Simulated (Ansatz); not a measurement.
We consider fcc Rh, described by PBEsol (plane waves, PAW; Ansatz, a first-principles code).

Settings: plane-wave cutoff 520 eV, 18×18×18 k mesh, Fermi–Dirac smearing 0.1 eV, perturbation theory, force constants from a 6×6×6 q mesh, no spin polarisation, scalar-relativistic PAW data made under PBE.

Computed at the level's own relaxed cell. Harmonic vibrational thermodynamics at fixed volume:

```tsv
T (K)	S_vib (J/K per mol of atoms)	C_V (J/K per mol of atoms)	F_vib (eV/atom)
0	0.00	0.00	0.0336
100	7.93	14.67	0.0311
200	20.85	21.62	0.0158
300	30.01	23.39	-0.0108
500	42.25	24.37	-0.0867
900	56.71	24.76	-0.2946
1000	59.32	24.80	-0.3548
```

The crystal is taken as a harmonic solid at every temperature: melting, phase changes and thermal expansion are not seen, nor the electrons' share in a metal.
